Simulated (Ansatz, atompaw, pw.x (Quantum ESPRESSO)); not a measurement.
What a changed setting does to a pw.x run (sc Be)

Potential: PAW, atompaw 4.2.0.5, PBEsol; core [He], reference 2s1.75 2p0.25; waves: 2s (bound): rc 1.60 bohr; 2s channel at 0.55 Ry: rc 3.00 bohr; 2p (bound): rc 3.00 bohr; 2p channel at 0.3 Ry: rc 3.00 bohr; 3d channel at 0.05 Ry: rc 3.00 bohr; 3d channel at 2.45 Ry: rc 3.00 bohr; local part: troulliermartins scheme with l = 3 at 0 Ry, radius 2.45 bohr; core correction: smooth core density matched at 2.15 bohr; augmentation: gaussian compensation charge, radius 2.60 bohr; PAW radius 3.00 bohr; waves and projectors: custom rrkj gramschmidtortho.

The reference run (k-mesh 15³, cutoffs 40/400 Ry, Fermi–Dirac 0.01 Ry, mixing_beta 0.4, conv_thr 1e-9, no spin) gives 1.08 GPa at 10.052 Å³/atom, where all-electron LAPW gives 0.82 GPa. This run, with its own iteration cap, changes degauss to 0.005.

```
&control
  calculation='scf', prefix='x', pseudo_dir='./', outdir='./tmp', tstress=.true., disk_io='none'
/
&system
  ibrav=0, nat=1, ntyp=1, ecutwfc=40, ecutrho=400, nbnd=8,
  occupations='smearing', smearing='fd', degauss=0.005
/
&electrons
  conv_thr=1e-09, mixing_beta=0.4, electron_maxstep=60
/
ATOMIC_SPECIES
Be 1.0 Be.UPF
CELL_PARAMETERS angstrom
  2.15816259 0.00000000 0.00000000
  0.00000000 2.15816259 0.00000000
  0.00000000 0.00000000 2.15816259
ATOMIC_POSITIONS crystal
Be 0.0000 0.0000 0.0000
K_POINTS automatic
15 15 15 0 0 0
```

```bash
pw.x < Be.scf.in > Be.scf.out
```

Task: How does the run end?

Result: It converges in 8 iterations; the free energy moves by +9.0 meV/atom and the pressure by -0.07 GPa. In a metal, with Fermi–Dirac smearing, F lies below its zero-width value by a term in the square of the width.

```
Message from routine setup:
     using ibrav=0 with symmetry is DISCOURAGED, use correct ibrav instead
     lattice parameter (alat)  =       4.0783  a.u.
     unit-cell volume          =      67.8343 (a.u.)^3
     number of electrons       =         2.00
     number of Kohn-Sham states=            8
     kinetic-energy cutoff     =      40.0000  Ry
     charge density cutoff     =     400.0000  Ry
     scf convergence threshold =      1.0E-09
     Exchange-correlation= SLA PW PSX PSC
     number of k points=   120  Fermi-Dirac smearing, width (Ry)=  0.0050
     iteration #  1     ecut=    40.00 Ry     beta= 0.40
     total energy              =      -6.55661665 Ry
     estimated scf accuracy    <       0.00100394 Ry
     iteration #  2     ecut=    40.00 Ry     beta= 0.40
     total energy              =      -6.55464432 Ry
     estimated scf accuracy    <       0.00015307 Ry
     iteration #  3     ecut=    40.00 Ry     beta= 0.40
     total energy              =      -6.55424511 Ry
     estimated scf accuracy    <       0.00002456 Ry
     iteration #  4     ecut=    40.00 Ry     beta= 0.40
     total energy              =      -6.55427162 Ry
     estimated scf accuracy    <       0.00000098 Ry
     iteration #  5     ecut=    40.00 Ry     beta= 0.40
     total energy              =      -6.55425727 Ry
     estimated scf accuracy    <       0.00000046 Ry
     iteration #  6     ecut=    40.00 Ry     beta= 0.40
     total energy              =      -6.55425771 Ry
     estimated scf accuracy    <       0.00000002 Ry
     iteration #  7     ecut=    40.00 Ry     beta= 0.40
     total energy              =      -6.55425771 Ry
     estimated scf accuracy    <          1.3E-09 Ry
     iteration #  8     ecut=    40.00 Ry     beta= 0.40
     the Fermi energy is     5.8000 ev
!    total energy              =      -6.55425771 Ry
     estimated scf accuracy    <          2.6E-11 Ry
     smearing contrib. (-TS)   =      -0.00046347 Ry
     convergence has been achieved in   8 iterations
          total   stress  (Ry/bohr**3)                   (kbar)     P=       10.10
     Message from routine punch:
     Nothing written, as per user request (disk_io='none')
```

The run took about 4.3 s on one core of a shared host (Intel(R) Xeon(R) 6975P-C, 128 threads, 496 GiB, load 5).
